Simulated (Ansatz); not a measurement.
The cluster MgO₂H₂ (the lowest singlet isomer of a short search), 5 atoms. Hardware: 4 threads of Arm Neoverse V2 on a shared host.

Correlated methods freeze 3 core orbitals; core or outer-core shells of Mg are correlated, in sets that lack core-valence functions.

(1) How many basis functions does each of these Ansatz runs have, and roughly what does it cost? CCSD(T)/def2-TZVPP, charge 0 singlet, energy, from earlier orbitals; PBE-D4/def2-TZVP, charge 0 triplet at the geometry of the charge 0 singlet, energy, from earlier orbitals; PBE-D4/def2-TZVPD, charge -1 doublet at the geometry of the charge 0 singlet, energy, from earlier orbitals; B3LYP-D4/6-31G, charge 0 singlet, energy; PBE-D4/def2-TZVPD, charge 0 singlet, energy, from earlier orbitals; PBE-QIDH/def2-TZVP, charge 0 singlet, energy and forces, from earlier orbitals; CAM-B3LYP-D4/def2-TZVP, charge 0 singlet, energy, from earlier orbitals; HF/6-31G, charge 0 singlet, energy; CCSD(T)/def2-TZVPP, charge 1 doublet at the geometry of the charge 0 singlet, energy, from earlier orbitals; PBE-D4/def2-TZVP, charge 1 doublet at the geometry of the charge 0 singlet, energy, from earlier orbitals; LC-ωPBE/def2-TZVP, charge 0 singlet, energy, from earlier orbitals; PBE0-D4/def2-TZVPD, charge -1 doublet at the geometry of the charge 0 singlet, energy.

Answers

(1) Other jobs shared the machine, so times can vary by a factor of up to 3. A dash marks memory too small to be measured apart from the calling script's.

| run | functions | fitting or Cholesky vectors | wall time | peak host memory (GiB) |
| --- | --- | --- | --- | --- |
| HF/6-31G, charge 0 singlet, energy | 35 | 348 | 0.1 s | – |
| B3LYP-D4/6-31G, charge 0 singlet, energy | 35 | 348 | 0.25 s | – |
| CAM-B3LYP-D4/def2-TZVP, charge 0 singlet, energy, from earlier orbitals | 106 | 678 | 0.55 s | – |
| PBE-D4/def2-TZVPD, charge 0 singlet, energy, from earlier orbitals | 133 | 778 | 0.55 s | – |
| LC-ωPBE/def2-TZVP, charge 0 singlet, energy, from earlier orbitals | 106 | 678 | 0.6 s | – |
| PBE-D4/def2-TZVPD, charge -1 doublet at the geometry of the charge 0 singlet, energy, from earlier orbitals | 133 | 778 | 1.2 s | – |
| PBE-D4/def2-TZVP, charge 1 doublet at the geometry of the charge 0 singlet, energy, from earlier orbitals | 106 | 678 | 1.6 s | – |
| PBE-D4/def2-TZVP, charge 0 triplet at the geometry of the charge 0 singlet, energy, from earlier orbitals | 106 | 678 | 1.6 s | – |
| PBE-QIDH/def2-TZVP, charge 0 singlet, energy and forces, from earlier orbitals | 106 | 786 | 1.8 s | – |
| PBE0-D4/def2-TZVPD, charge -1 doublet at the geometry of the charge 0 singlet, energy | 133 | 778 | 2.4 s | – |
| CCSD(T)/def2-TZVPP, charge 0 singlet, energy, from earlier orbitals | 122 | 840 | 6 s | 0.64 |
| CCSD(T)/def2-TZVPP, charge 1 doublet at the geometry of the charge 0 singlet, energy, from earlier orbitals | 122 | 840 | 36 s | 1.4 |
